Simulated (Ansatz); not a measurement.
A made-up structure of H3S2O (charge +1), closed shell:

S1  (0.354, -0.292, -0.082)
O2  (-1.093, -1.012, -0.737)
S3  (0.519, 0.297, 1.551)
H4  (-1.311, -0.217, -1.248)
H5  (1.500, -0.824, -0.586)
H6  (0.442, 1.586, 1.159)
(Å)

It is relaxed with PBE-D4/def2-SVP and then PBE0-D4/def2-TZVP (Ansatz 0.2.0). Atoms count as bonded within 1.22 times the sum of their covalent radii (H–H: 0.88 Å). The end point is not checked to be a true minimum.

Question: Does its bonding change? (A judgement: the text doesn't fix the answer.)

Answer: The calculation gives: No: no bond forms or breaks.

Where it ends: The first stage lowers the energy by 2.51 eV in 9 steps. It ends as H₃S₂O ([OH][SH][SH]), total charge +1:
```json
{"atom": "S1", "x (Å)": "0.4863", "y (Å)": "-0.0429", "z (Å)": "-0.4479"}
{"atom": "O2", "x (Å)": "-0.8268", "y (Å)": "-0.8910", "z (Å)": "-0.7514"}
{"atom": "S3", "x (Å)": "0.6207", "y (Å)": "0.3135", "z (Å)": "1.5336"}
{"atom": "H4", "x (Å)": "-1.4912", "y (Å)": "-0.3478", "z (Å)": "-1.2097"}
{"atom": "H5", "x (Å)": "1.3157", "y (Å)": "-1.1104", "z (Å)": "-0.4464"}
{"atom": "H6", "x (Å)": "0.3056", "y (Å)": "1.6168", "z (Å)": "1.3785"}
```

Labels in which every atom is bracketed show which atoms are joined, not bond orders.

For scale, one of the runs: PBE0-D4/def2-TZVP relaxation, 123 basis functions, launched by `ansatz run in.yaml --threads 2 --pin off --events-out ev --progress --plain --max-ram 4352MiB`. The run took about 18 s on 2 CPU threads of an Arm Neoverse V2 (shared host).
